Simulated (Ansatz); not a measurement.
# C4H7N: the cost of one run

Method: the levels named in each step, in Ansatz 0.2.0.

**1. The starting structure**

Bond lengths: C1–C2 1.196 Å, C2–C3 1.450 Å, C3–N4 1.455 Å, N4–C5 1.445 Å, C1–H6 1.049 Å, C3–H7 1.097 Å, C3–H8 1.109 Å, N4–H9 1.016 Å, C5–H10 1.102 Å, C5–H11 1.088 Å, C5–H12 1.091 Å. Angles (14 of 17 angles, heavy atoms first): C1–C2–C3 178.0°, C2–C3–N4 110.8°, C3–N4–C5 112.7°, C2–C1–H6 178.8°, C2–C3–H7 109.2°, C2–C3–H8 108.5°, N4–C3–H7 107.8°, N4–C3–H8 112.7°, C3–N4–H9 109.5°, C5–N4–H9 110.3°, N4–C5–H10 113.7°, N4–C5–H11 108.9°, N4–C5–H12 108.7°, H7–C3–H8 107.8°.

As a file:

```xyz
12

C     2.4291   -0.6195   -0.0675
C     1.3767   -0.0699    0.0803
C     0.0923    0.5910    0.2094
N    -0.9938   -0.3249   -0.1050
C    -2.2912    0.3104   -0.0590
H     3.3566   -1.0973   -0.1757
H    -0.0396    0.9239    1.2464
H     0.0939    1.4910   -0.4381
H    -0.8354   -0.7369   -1.0202
H    -2.3850    1.1761   -0.7349
H    -3.0517   -0.4224   -0.3221
H    -2.4769    0.6528    0.9601
```

**2. A rough first relaxation, PBE-D4/def2-SVP**

This run stands in another session on the same molecule. It ended at:

```xyz
12

C     2.4823   -0.6220   -0.0665
C     1.3968   -0.0785    0.0757
C     0.0907    0.5688    0.1990
N    -1.0116   -0.3389   -0.0997
C    -2.3068    0.3142   -0.0599
H     3.4455   -1.1010   -0.1731
H    -0.0339    0.9381    1.2442
H     0.0954    1.4992   -0.4372
H    -0.8525   -0.7688   -1.0185
H    -2.4059    1.2135   -0.7259
H    -3.1008   -0.4068   -0.3398
H    -2.5242    0.6565    0.9752
```

**3. Relaxation, PBE0-D4/def2-TZVPP**

This run stands in another session on the same molecule. It ended at:

```xyz
12

C     2.4474   -0.6016   -0.0818
C     1.3796   -0.0756    0.0676
C     0.0832    0.5653    0.2188
N    -1.0074   -0.3434   -0.0762
C    -2.2900    0.3223   -0.0696
H     3.3942   -1.0704   -0.2041
H    -0.0262    0.9119    1.2530
H     0.0676    1.4735   -0.4104
H    -0.8404   -0.7888   -0.9682
H    -2.3481    1.1927   -0.7436
H    -3.0705   -0.3843   -0.3531
H    -2.5145    0.6729    0.9412
```

**4. Frequencies, PBE0-D4/def2-TZVPP**

input.yaml reads:

```yaml
crystal:
  periodic: [false, false, false]
  atoms:
    - { symbol: C, position_ang: [2.44739083, -0.60161496, -0.08175814] }
    - { symbol: C, position_ang: [1.37959467, -0.07562328, 0.06763502] }
    - { symbol: C, position_ang: [0.08321282, 0.56534863, 0.21882077] }
    - { symbol: "N", position_ang: [-1.0074035, -0.3433931, -0.07623094] }
    - { symbol: C, position_ang: [-2.28995067, 0.32226107, -0.06962557] }
    - { symbol: H, position_ang: [3.39418794, -1.07038383, -0.20412689] }
    - { symbol: H, position_ang: [-0.02620577, 0.91185571, 1.25297302] }
    - { symbol: H, position_ang: [0.06760001, 1.47349796, -0.41042111] }
    - { symbol: H, position_ang: [-0.84040386, -0.78883517, -0.96815037] }
    - { symbol: H, position_ang: [-2.34808481, 1.19269954, -0.74356319] }
    - { symbol: H, position_ang: [-3.07050588, -0.38429825, -0.35312976] }
    - { symbol: H, position_ang: [-2.51452176, 0.67291567, 0.94118716] }
basis:
  gaussian: { orbitals: def2-TZVPP }
hamiltonian:
  xc: pbe0
  dispersion: d4
phonons: {}
```

Launch:

```bash
ansatz run input.yaml --threads 4 --pin off --max-ram 10240MiB --backend cpu --events-out ev --progress --plain --runs-dir out
```

**Question.** How long does this run take on 4 threads of Arm Neoverse N1, shared host, and how much memory does it need?

About 5.4 min, with a peak of 0.66 GiB.
